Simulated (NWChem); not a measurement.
All runs are NWChem calculations. System: HLi, charge 0, spin multiplicity 1, at a geometry optimised with B3LYP/def2-SVP. The structure started from a generated list of species. Level: CAM-B3LYP/def2-TZVP.

Output (cleaned and shortened):

```
             Northwest Computational Chemistry Package (NWChem) 7.3.0
             --------------------------------------------------------

                                NWChem Input Module
                                -------------------

 Scaling coordinates for geometry "geometry" by  1.889725989
 (inverse scale =  0.529177249)

 Turning off AUTOSYM since
 SYMMETRY directive was detected!

                             Geometry "geometry" -> ""
                             -------------------------

 Output coordinates in angstroms (scale by  1.889725989 to convert to a.u.)

  No.       Tag          Charge          X              Y              Z
 ---- ---------------- ---------- -------------- -------------- --------------
    1 Li                   3.0000     0.00000000     0.00000000     0.39727500
    2 H                    1.0000     0.00000000     0.00000000    -1.19182500

 Effective nuclear repulsion energy (a.u.)       0.9990131187

            Nuclear Dipole moment (a.u.)
            ----------------------------
        X                 Y               Z
 ---------------- ---------------- ----------------
     0.0000000000     0.0000000000     0.0000000000

      Symmetry information
      --------------------

 Group name             C2v
 Group number             16
 Group order               4
 No. of unique centers     2

      Symmetry unique atoms

     1    2


 Summary of "ao basis" -> "" (spherical)
 ------------------------------------------------------------------------------
       Tag                 Description            Shells   Functions and Types
 ---------------- ------------------------------  ------  ---------------------
 *                         def2-tzvp                  on all atoms

                                 NWChem DFT Module
                                 -----------------

 Summary of "ao basis" -> "ao basis" (spherical)
 ------------------------------------------------------------------------------
       Tag                 Description            Shells   Functions and Types
 ---------------- ------------------------------  ------  ---------------------
 Li                        def2-tzvp                 8       14   5s3p
 H                         def2-tzvp                 4        6   3s1p

 Summary of "ao basis" -> "ao basis" (spherical)
 ------------------------------------------------------------------------------
       Tag                 Description            Shells   Functions and Types
[...]
           Coulomb energy =        5.602205467159
    Exchange-Corr. energy =       -2.208893251715
 Nuclear repulsion energy =        0.999013118746

 Numeric. integr. density =        3.999999533328

     Total iterative time =      0.2s

                  Occupations of the irreducible representations
                  ----------------------------------------------

                     irrep           alpha         beta
                     --------     --------     --------
                     a1                2.0          2.0
                     a2                0.0          0.0
                     b1                0.0          0.0
                     b2                0.0          0.0

                       DFT Final Molecular Orbital Analysis
                       ------------------------------------

 Vector    1  Occ=2.000000D+00  E=-2.077489D+00  Symmetry=a1
              MO Center=  5.2D-24, -3.2D-24,  4.0D-01, r^2= 1.3D-01
   Bfn.  Coefficient  Atom+Function         Bfn.  Coefficient  Atom+Function
  ----- ------------  ---------------      ----- ------------  ---------------
     2      0.636111  1 Li s                  1      0.245855  1 Li s
     3      0.235800  1 Li s

 Vector    2  Occ=2.000000D+00  E=-2.534315D-01  Symmetry=a1
              MO Center=  2.0D-15,  2.4D-15, -1.0D+00, r^2= 1.6D+00
   Bfn.  Coefficient  Atom+Function         Bfn.  Coefficient  Atom+Function
  ----- ------------  ---------------      ----- ------------  ---------------
    16      0.320466  2 H  s                 17      0.305644  2 H  s
     4      0.240080  1 Li s                 15      0.177520  2 H  s
    11     -0.132493  1 Li pz                 5      0.113005  1 Li s
     2     -0.109425  1 Li s                  8     -0.089014  1 Li pz
     3     -0.061509  1 Li s                  1     -0.031239  1 Li s

 Vector    3  Occ=0.000000D+00  E=-2.187265D-02  Symmetry=a1
              MO Center= -1.1D-14,  1.3D-14,  1.5D+00, r^2= 5.0D+00
   Bfn.  Coefficient  Atom+Function         Bfn.  Coefficient  Atom+Function
  ----- ------------  ---------------      ----- ------------  ---------------
     5      0.728650  1 Li s                 11      0.515665  1 Li pz
     4      0.127816  1 Li s                  8      0.096515  1 Li pz
     2     -0.087239  1 Li s                 17     -0.087187  2 H  s
    16     -0.084771  2 H  s                  3     -0.053460  1 Li s
    15     -0.053424  2 H  s

 Vector    4  Occ=0.000000D+00  E= 4.158061D-02  Symmetry=b1
              MO Center=  9.3D-15,  3.2D-43,  3.9D-01, r^2= 5.4D+00
   Bfn.  Coefficient  Atom+Function         Bfn.  Coefficient  Atom+Function
  ----- ------------  ---------------      ----- ------------  ---------------
     9      0.945688  1 Li px                 6      0.122759  1 Li px

 Vector    5  Occ=0.000000D+00  E= 4.158061D-02  Symmetry=b2
              MO Center=  1.7D-44, -1.6D-14,  3.9D-01, r^2= 5.4D+00
   Bfn.  Coefficient  Atom+Function         Bfn.  Coefficient  Atom+Function
  ----- ------------  ---------------      ----- ------------  ---------------
    10      0.945688  1 Li py                 7      0.122759  1 Li py

 center of mass
 --------------
 x =   0.00000000 y =   0.00000000 z =   0.37355647

 moments of inertia (a.u.)
 ------------------
           7.946820186438           0.000000000000           0.000000000000
           0.000000000000           7.946820186438           0.000000000000
           0.000000000000           0.000000000000           0.000000000000

     Multipole analysis of the density
     ---------------------------------

     L   x y z        total         alpha         beta         nuclear
     -   - - -        -----         -----         ----         -------
     0   0 0 0     -0.000000     -2.000000     -2.000000      4.000000

     1   1 0 0      0.000000      0.000000      0.000000      0.000000
     1   0 1 0      0.000000      0.000000      0.000000      0.000000
     1   0 0 1      2.267365      1.133682      1.133682      0.000000

     2   2 0 0     -4.078358     -2.039179     -2.039179      0.000000
     2   1 1 0      0.000000      0.000000      0.000000      0.000000
     2   1 0 1      0.000000      0.000000      0.000000      0.000000
     2   0 2 0     -4.078358     -2.039179     -2.039179      0.000000
     2   0 1 1      0.000000      0.000000      0.000000      0.000000
     2   0 0 2     -5.432981     -6.098162     -6.098162      6.763343

 Task  times  cpu:        0.2s     wall:        0.2s

 Total times  cpu:        0.2s     wall:        0.2s
```

Task: Write an NWChem input that would produce this output.

Result: Several could match; the one computed here: 
```
start mol
memory heap 200 mb stack 900 mb global 1100 mb
geometry units angstroms nocenter noautoz
  Li     0.000000     0.000000     0.397275
  H      0.000000     0.000000    -1.191825
  symmetry group C2v
end
basis spherical
  * library def2-tzvp
end
dft
  xc xcamb88 1.00 lyp 0.81 vwn_5 0.19 hfexch 1.00
  cam 0.33 cam_alpha 0.19 cam_beta 0.46
  direct
  iterations 100
end
task dft energy
```
